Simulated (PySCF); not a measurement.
CH3F, SMILES CF.

Geometry: B3LYP-D3(BJ)/def2-TZVP.

All values below come from SMD-M06-2X/def2-SVP (PySCF).

Solvation free energies are E(SMD) − E(gas) at the gas-phase geometry, for 1 M in both phases. In vacuum the dipole moment is 1.93 D.

Computed solvation free energies in water, chlorobenzene, 1-octanol:
```json
[
 {"solvent": "water", "ΔG(solv) (kcal/mol)": "-0.3", "its non-electrostatic (CDS) part": "3.0", "dipole (D)": "2.26"},
 {"solvent": "chlorobenzene", "ΔG(solv) (kcal/mol)": "-1.8", "its non-electrostatic (CDS) part": "0.8", "dipole (D)": "2.19"},
 {"solvent": "1-octanol", "ΔG(solv) (kcal/mol)": "-1.6", "its non-electrostatic (CDS) part": "1.2", "dipole (D)": "2.22"}
]
```
